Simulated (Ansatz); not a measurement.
# AlPH+ (triplet): the correlation ladder, cc-pVTZ

Aim: climb from Hartree-Fock through coupled cluster for AlPH+ (triplet) at one geometry and basis, and see what each rung misses.

The runs use Ansatz 0.2.0, Gaussian basis; cc-pVTZ, core rule «outside noble gas», up to 10 orbitals frozen.

Plan: UHF; CCSD(T) on ROHF; CCSD(T) on UHF; BCCD(T) on ROHF; CCSDT(Q) on ROHF; CCSDT(Q) on UHF.

15 further runs of the same task are left out: 10 for a known fault of the program, 5 set aside as unsound or not needed.

### Step 1. The system

The geometry is a PBE0/def2-TZVP stationary point (not a proven minimum) of the parent state, kept for this charge and spin.

3 atoms, charge 1, spin multiplicity 3.

Atoms are counted from 1 here; the program's logs count them from 0.

Bond lengths: Al1–P2 2.386 Å, Al1–H3 1.614 Å. Angles: P2–Al1–H3 114.3°.

### Step 2. UHF

Contents of in.yaml:

```yaml
crystal:
  periodic: [false, false, false]
  atoms:
    - {symbol: Al, position_ang: [0.000000, -0.107696, 1.237712]}
    - {symbol: P, position_ang: [0.000000, 0.051009, -1.143237]}
    - {symbol: H, position_ang: [0.000000, 1.315423, 1.999097]}
basis:
  gaussian: {orbitals: cc-pVTZ}
total_charge: 1
magnetization: {spin_polarized: true, initial_magnetization: 2}
hamiltonian: {xc: hf}
output: {orbitals: {seedname: orbitals}}
```

Started as:

```bash
$ ansatz run in.yaml --threads 1 --pin off --events-out ev --progress --plain --max-ram 3968MiB --backend cpu
```

Further steps of the session: CCSD(T) on ROHF; CCSD(T) on UHF; BCCD(T) on ROHF; CCSDT(Q) on ROHF; CCSDT(Q) on UHF.

Before running them: what should the planned runs give, taken together? Wanted: RCCSDT(Q) below the RHF energy; RMP2 from RCCSDT(Q); UMP2 from RCCSDT(Q); RCCSD from RCCSDT(Q); RCCSD(T) from RCCSDT(Q); UCCSD(T) from RCCSDT(Q); UCCSDT(Q) from RCCSDT(Q); T1 diagnostic.

**Answer**, as computed:

```
                         quantity                      value
   RCCSDT(Q) below the RHF energy                 -5.4300 eV
              RMP2 from RCCSDT(Q)              +112.8 kJ/mol
              UMP2 from RCCSDT(Q)              +127.3 kJ/mol
             RCCSD from RCCSDT(Q)               +29.9 kJ/mol
          RCCSD(T) from RCCSDT(Q)                +6.3 kJ/mol
          UCCSD(T) from RCCSDT(Q)                +7.3 kJ/mol
         UCCSDT(Q) from RCCSDT(Q)                -0.3 kJ/mol
levels within 1 kcal/mol (43 meV)  RCCSDT, UCCSDT, UCCSDT(Q)
                    T1 diagnostic                      0.033
```

In words: RCCSD(T) misses by +6.3 kJ/mol, 1.2 % of the correlation energy. These misses are within one basis, not against nature; the frozen cores of restricted and unrestricted runs differ, which can shift their rows.
